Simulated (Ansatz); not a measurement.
We consider hexagonal-diamond C (model structure), described by LDA (Ansatz, a quantum-chemistry and plane-wave program, PAW).

Run with plane-wave cutoff 500 eV, 18×18×8 k mesh (along the axes of the cell as run), gaussian smearing 0.02 eV, scalar-relativistic PAW data made under PBE.

Cell (relaxed at this level):

```cif
data_C4
_chemical_formula_sum 'C4'
_space_group_name_H-M_alt 'P 1'
_space_group_IT_number 1
_cell_length_a 2.48338
_cell_length_b 2.48338
_cell_length_c 4.13631
_cell_angle_alpha 90.000
_cell_angle_beta 90.000
_cell_angle_gamma 120.000
loop_
_space_group_symop_operation_xyz
  'x, y, z'
loop_
_atom_site_label
_atom_site_type_symbol
_atom_site_fract_x
_atom_site_fract_y
_atom_site_fract_z
_atom_site_occupancy
C1 C 0.33333 0.66667 0.06283 1
C2 C 0.66667 0.33333 0.56283 1
C3 C 0.66667 0.33333 0.93717 1
C4 C 0.33333 0.66667 0.43717 1
```

Problem. Predict the band gap.

Solution. 
* **band gap**: 3.03 eV (on the SCF k mesh)

The computed numbers hold no vibrational or temperature effects.

The result took about 30 core-seconds (a rough figure).

A model structure was made by putting elements into a prototype or built by hand; here it ended with the formula and space group of a phase in our tables.
